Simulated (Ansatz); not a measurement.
An input meant for the cluster B₂F (charge 0, doublet).

```yaml
crystal:
  periodic: [false, false, false]
  atoms:
    - {symbol: B, position_ang: [-0.090281, 0.043805, -0.048442]}
    - {symbol: B, position_ang: [0.703278, -0.567555, -1.177619]}
    - {symbol: F, position_ang: [-0.509906, 0.664808, 1.138524]}
basis:
  gaussian: {orbitals: def2-SVPD}
magnetization: {spin_polarized: true, initial_magnetization: 1}
hamiltonian: {xc: {name: B2PLYP}}
scf: {omitted_lower_state_checks: [starts]}
relax: {f_tol: 0.0001, max_steps: 3}
output: {forces: true}
```

```sh
$ ansatz run in.yaml --threads 4 --pin off --events-out ev --progress --plain --max-ram 3916MiB
```

Output, abridged:

```
Functional definition: B2PLYP
682 factors; integrals over basis functions are off by at most 3.1e-4 eV
mean field evaluation 1: about -4053.0503 eV, gradient 1.7e1 eV
mean field evaluation 2: about -4053.1287 eV, gradient 1.7e1 eV
mean field evaluation 4: about -4054.3168 eV, gradient 1.9e0 eV
mean field evaluation 8: about -4054.3636 eV, gradient 1.7e-1 eV
mean field evaluation 16: about -4055.1948 eV, gradient 8.5e-1 eV
mean field -4055.29269020 eV, -149.0292575886 hartree, gradient 3.2e-6 eV, S^2 1.732772; 0 other end points of the search recorded, 0 dependent functions left out
3 core orbitals not correlated: weight in the atoms' cores, before any rotation towards them, 1.000 or more for the frozen orbitals, at most 0.000 for the correlated occupied ones
reference -4055.29282310 eV, -149.0292624728 hartree; 7, 6 occupied and 53, 54 virtual orbitals, 682 factors
second order -10.08985700 eV of doubles, -0.00000000 eV of singles
relax step   1: F+E_penalty+E_count = -4058.01695159 eV  Δ(F+E_penalty+E_count) = +0.000e0 eV  max|allowed force component| = 3.985e0 eV/Å  Δτ_max = 0.0000 Å  (97 SCF iters, accepted)
682 factors; integrals over basis functions are off by at most 2.7e-4 eV
mean field evaluation 32: about -4055.4998 eV, gradient 1.1e-2 eV
mean field -4055.49982269 eV, -149.0368695675 hartree, gradient 6.6e-6 eV, S^2 1.719934; 0 other end points of the search recorded, 0 dependent functions left out
3 core orbitals not correlated: weight in the atoms' cores, before any rotation towards them, 1.000 or more for the frozen orbitals, at most 0.000 for the correlated occupied ones
reference -4055.49995690 eV, -149.0368744993 hartree; 7, 6 occupied and 53, 54 virtual orbitals, 682 factors
second order -10.03681453 eV of doubles, -0.00000000 eV of singles
relax step   2: F+E_penalty+E_count = -4058.20976262 eV  Δ(F+E_penalty+E_count) = -1.928e-1 eV  max|allowed force component| = 2.096e0 eV/Å  Δτ_max = 0.0304 Å  (73 SCF iters, accepted)
682 factors; integrals over basis functions are off by at most 3.3e-4 eV
mean field -4055.57347510 eV, -149.0395762436 hartree, gradient 9.9e-6 eV, S^2 1.687311; 0 other end points of the search recorded, 0 dependent functions left out
3 core orbitals not correlated: weight in the atoms' cores, before any rotation towards them, 1.000 or more for the frozen orbitals, at most 0.000 for the correlated occupied ones
reference -4055.57360761 eV, -149.0395811133 hartree; 7, 6 occupied and 53, 54 virtual orbitals, 682 factors
second order -9.97830298 eV of doubles, -0.00000000 eV of singles
relax step   3: F+E_penalty+E_count = -4058.26761691 eV  Δ(F+E_penalty+E_count) = -5.785e-2 eV  max|allowed force component| = 6.473e-1 eV/Å  Δτ_max = 0.0361 Å  (73 SCF iters, accepted)
Error: geometry relaxation did not converge after 3 steps: max|allowed force component| = 6.47e-1 eV/Å (threshold 1.0e-4). Raise `relax.max_steps` over both its present limit and 3, loosen `relax.f_tol`, or start from a geometry closer to equilibrium. Where this run's directory can be resumed (`checkpoint.write`), a resume goes on for up to `relax.max_steps` more
```

In this input the relaxation is allowed too few steps for its threshold. The SCF steps converged, but the relaxation ran out of steps.
